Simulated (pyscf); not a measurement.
# Routes from H₃Si–PH–SiH₃ + H₂

Candidate steps break at most two bonds and form at most two. Each was searched with GFN2-xTB (tblite) first. Single points on ωB97X-D3(BJ)/def2-SVP structures (PySCF, gas phase). Energies: ωB97M-D3(BJ)/def2-TZVP, eV, from the separated reactants, singlet surface; ΔG‡ with ideal gas, 1 atm, RRHO with modes under 100 cm⁻¹ raised to 100, one conformer, R ln 2 for chiral ones without a mode under 150 cm⁻¹.

```
products                           type   ΔE‡     ΔE  ΔG‡ 298 K  ΔG‡ 900 K  ν‡ (cm⁻¹)
-----------------  --------------------  ----  -----  ---------  ---------  ---------
H₃Si–PH₂ + SiH₄    four-centre exchange  2.78  +0.02       3.12       3.90      1646i
H₃Si–PH–SiH₃ + H₂  four-centre exchange  2.88   0.00       3.29       4.11      1585i
```

Plain bond fissions and candidates not yet searched are not listed, and one of them may be faster. Each barrier is that of the saddle found; lower ones may exist.
